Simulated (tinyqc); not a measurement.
Hueckel theory of the pi electrons with the omega technique, for the molecule [CH2]C(=C)F (SMILES; centres numbered as the heavy atoms are written), step by step. One step of it, computed by the program tinyqc.

Question. Orbitals, round 1. Diagonalise; E = alpha + x beta with beta < 0, so the largest x are filled first; degenerate levels share their electrons. P = sum n_i c_ri c_si; each orbital has its largest coefficient positive (the first on a tie).

Hueckel matrix in units of beta (H = alpha + beta A), order 1C, 2C, 3C, 4F:
$$\begin{pmatrix}
0.000000 & 1.000000 & 0.000000 & 0.000000 \\
1.000000 & 0.000000 & 1.000000 & 0.700000 \\
0.000000 & 1.000000 & 0.000000 & 0.000000 \\
0.000000 & 0.700000 & 0.000000 & 3.000000
\end{pmatrix}$$

pi electrons, sum of z_r less the charge = 5

Give: x values; occupations; coefficients; charge and bond-order matrix P.

Answer.

x values: [3.1911, 1.2790, 0.0000, -1.4701]

occupations: [2.0000, 2.0000, 1.0000, 0.0000]

coefficients, order 1C, 2C, 3C, 4F:
$$\begin{pmatrix}
0.0820 & 0.5059 & 0.7071 & -0.4871 \\
0.2616 & 0.6471 & 0.0000 & 0.7161 \\
0.0820 & 0.5059 & -0.7071 & -0.4871 \\
0.9582 & -0.2632 & 0.0000 & -0.1121
\end{pmatrix}$$

charge and bond-order matrix P, order 1C, 2C, 3C, 4F:
$$\begin{pmatrix}
1.0254 & 0.6977 & 0.0254 & -0.1093 \\
0.6977 & 0.9743 & 0.6977 & 0.1606 \\
0.0254 & 0.6977 & 1.0254 & -0.1093 \\
-0.1093 & 0.1606 & -0.1093 & 1.9748
\end{pmatrix}$$
